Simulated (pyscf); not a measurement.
One four-centre exchange on the singlet surface with elements of a group swapped. CCSD(T)/def2-TZVPP + ΔMP2(QZVPP), eV, from the separated reactants. Optimised with ωB97X-D3(BJ)/def2-SVP in PySCF. MP2 and CC: frozen core, UHF for open shells. ΔMP2 is the change of the MP2 total energy from the triple- to the quadruple-zeta basis.

| step | barrier | reaction energy | imaginary mode (i cm⁻¹) |
|---|---|---|---|
| `[NH2][SiH3]` + `[FH]` -> `[F][SiH3]` + `[NH3]` | 0.39 | -0.88 | 733 |
| `[NH2][GeH3]` + `[FH]` → `[F][GeH3]` + `[NH3]` | (withheld) | (withheld) | 484 |

**Question.** Fill in the missing entries.

**Answer.** 
- `[NH2][GeH3]` + `[FH]` → `[F][GeH3]` + `[NH3]`, barrier: 0.29
- `[NH2][GeH3]` + `[FH]` → `[F][GeH3]` + `[NH3]`, reaction energy: -0.56

Row 1: On the reactant side the descent ends in a bound adduct, 0.46 eV under the separated species and 0.69 eV under the saddle at ωB97X-D3(BJ)/def2-TZVP. On the product side the descent ends in a complex (not fully relaxed), 0.18 eV under the separated species and 1.30 eV under the saddle at ωB97X-D3(BJ)/def2-TZVP. Row 2: On the reactant side the descent ends in a bound adduct, 0.55 eV under the separated species and 0.68 eV under the saddle at ωB97X-D3(BJ)/def2-TZVP. On the product side the descent ends in a complex, 0.21 eV under the separated species and 0.97 eV under the saddle at ωB97X-D3(BJ)/def2-TZVP. Each row is the saddle that its search found. The CCSD(T) − MP2 part came from Ansatz, without density fitting, on the same reference. The frozen core leaves the outer d or s,p core shells of the metals and heavy elements correlated in the MP2 and CC values, and def2-TZVPP describes them poorly, which can shift differences by a few kcal/mol. Elements up to Kr have no core potential and no relativistic terms here.
